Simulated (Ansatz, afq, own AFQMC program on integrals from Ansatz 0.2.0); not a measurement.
## Where AFQMC and coupled cluster stand for GeH2, triplet

```xyz
3

Ge    0.0000   -0.0198   -0.0017
H     0.0000    0.6758   -1.2075
H     0.0000    0.7500    1.3327
```

Basis cc-pVDZ. Noble-gas cores (and the filled d shells of Ga–Kr and In–Xe) are frozen. Ansatz 0.2.0 and our own AFQMC program on the same integrals; the CISD trial comes from CCSD amplitudes, and released means the phaseless constraint is let go. Error bars are statistical, one sigma. No spin–orbit coupling.

Determinant: UHF, the one that the program's search chose, which needn't be the lowest solution. The geometry is a point of a scan.

No full CI on the walks' own integrals is used here; CCSDT(Q) serves as the reference and is uncertain by about the last step of the cluster series.

Cautions: no relativity below Rb; no spin-orbit coupling; inner d shell frozen; lower spins were not checked.

* T1 diagnostic: 0.0126
* weight of the determinant in the CISD state: 0.943
* ⟨S²⟩ of the determinant: 2.006
* size of the correlated space: 6 electrons in 23 orbitals

```json
{"level": "MP2", "correlation energy (eV)": "-1.8719"}
{"level": "CCSD", "correlation energy (eV)": "-2.4207"}
{"level": "CCSD(T)", "correlation energy (eV)": "-2.4643"}
```

Problem. Estimate where AFQMC with the constraint released lies against CCSD(T) on the same integrals.

Solution. 1.2 ± 0.2 kJ/mol below CCSD(T).

Reference: CCSDT(Q), correlation energy -2.478 eV. The released energy is read at 1.50 1/Eh (meV from the phaseless value at times in 1/Eh: -0.7 ± 2.1 at 0.24, -6.0 ± 2.1 at 0.50, -6.8 ± 1.9 at 1.00, -5.9 ± 1.8 at 1.50).

```
         level  E − E(reference) (kJ/mol)  share of correlation (%)
       CCSD(T)                        1.3                     99.44
         CCSDT                        0.1                     99.97
 ph-AFQMC/CISD                  0.7 ± 0.2                     99.72
released AFQMC                  0.1 ± 0.2                     99.96
```

A walk keeps the symmetry of its determinant, which the program's search chose and which needn't be the lowest solution, so a lower state of the same spin and another symmetry isn't excluded. Released energies are given only where the last usable release times agree within the noise; a slower fall can still hide under it.
